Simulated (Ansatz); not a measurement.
A made-up structure of CH4NS, doublet:

```
7
angstrom
N -0.8278 -0.4822 -0.8045
C -0.0144 0.3468 0.0150
S 1.6631 -0.2836 0.2687
H -1.7345 -0.0073 -0.8872
H 0.1194 1.3463 -0.4256
H -0.4950 0.5172 0.9899
H -0.5584 -1.3453 -1.2767
```

It is relaxed with PBE-D4/def2-SVP and then PBE0-D4/def2-TZVP (Ansatz 0.2.0). Atoms count as bonded within 1.22 times the sum of their covalent radii (H–H: 0.88 Å). The end point is not checked to be a true minimum.

Question: Does its bonding change? (Judge from chemistry; the calculation decides.)

Answer: Computed: No: no bond forms or breaks.

Where it ends: The first stage lowers the energy by 0.31 eV in 10 steps. It ends as CH₄NS ([NH2][CH2][S]):
N1  (-0.911, -0.614, -0.618)
C2  (-0.017, 0.312, 0.030)
S3  (1.607, -0.329, 0.346)
H4  (-1.781, -0.162, -0.873)
H5  (0.194, 1.242, -0.534)
H6  (-0.451, 0.640, 0.982)
H7  (-0.489, -0.997, -1.454)
(Å)

Labels in which every atom is bracketed show which atoms are joined, not bond orders.

For scale, one of the runs: PBE0-D4/def2-TZVP relaxation, 123 basis functions, launched by `ansatz run in.yaml --threads 2 --pin off --events-out ev --progress --plain --max-ram 4352MiB`. Hardware: 2 CPU threads of an Arm Neoverse V2, shared host. Wall time about 53 s.
